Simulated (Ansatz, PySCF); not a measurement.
Species: disodium, Na$_{2}$, charge 0, multiplicity 1. 
Structure (B3LYP-D3(BJ)/def2-TZVP (Ansatz, a first-principles code) minimum search):
SMILES: [Na][Na]
```xyz
2

Na     0.0000     0.0000    -1.5272
Na     0.0000     0.0000     1.5272
```
Charge 0, spin multiplicity 1.

Wanted: vertical ionisation energy (to the doublet state of charge +1; each state is the SCF solution reached for its spin; for the singlet the Hartree-Fock reference is unstable and T1 is 0.018), in eV. Correlated levels leave the core frozen unless marked. Open shells are spin-unrestricted. Spin-orbit coupling is left out. No relativistic terms. CBS marks a two-point X^-3 extrapolation of the correlation energy; Hartree-Fock from the larger set.

```csv
level,program,vertical ionisation energy (eV)
SVWN5/def2-TZVPD,Ansatz,5.29
PBE/def2-TZVPD,Ansatz,5.18
r2SCAN/def2-TZVPD,Ansatz,4.86
B3LYP/def2-TZVPD,Ansatz,5.24
PBE0/def2-TZVPD,Ansatz,5.06
BHLYP/def2-TZVPD,Ansatz,5.05
CAM-B3LYP/def2-TZVPD,Ansatz,5.16
wB97M-V/def2-TZVPD,Ansatz,5.15
wB97X-V/def2-TZVPD,Ansatz,4.95
CCSD/def2-SVPD,Ansatz,4.80
CCSD/def2-TZVPPD,Ansatz,4.85
CCSD/def2-QZVPPD,Ansatz,4.87
"CCSD/CBS(def2-TZVPPD,def2-QZVPPD)",Ansatz,4.88
CCSD(T)/def2-SVPD,Ansatz,4.80
CCSD(T)/def2-TZVPPD,Ansatz,4.85
CCSD(T)/def2-QZVPPD,Ansatz,4.87
"CCSD(T)/CBS(def2-TZVPPD,def2-QZVPPD)",Ansatz,4.88
```

For comparison, minus the highest occupied orbital energy (PySCF): 3.22 eV at BP86/def2-TZVPD, 4.53 eV at HF/def2-TZVPD, 3.08 eV at TPSS/def2-TZVPD.
